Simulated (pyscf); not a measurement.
Single points on ωB97X-D3(BJ)/def2-SVP structures (PySCF, gas phase).

### Question
methane (CH₄) + [H₃C–Al–Cl]• → H₃C–Al(CH₃)–Cl + H atom (H•)
Surface: doublet. Broken: C–H. Formed: Al–C. Give ΔE‡ and ΔE from ωB97M-D3(BJ)/def2-TZVP, relative to the separated reactants.

### Answer
ΔE‡ = 47.9 kcal/mol, ΔE = +24.7 kcal/mol. Zero-point energy shifts the barrier by -3.3 kcal/mol. It is a substitution at C, with an imaginary mode of 1727i cm⁻¹. This is the saddle that the search found; another between the same sides may lie lower. The angle at the attacked C is 162°.
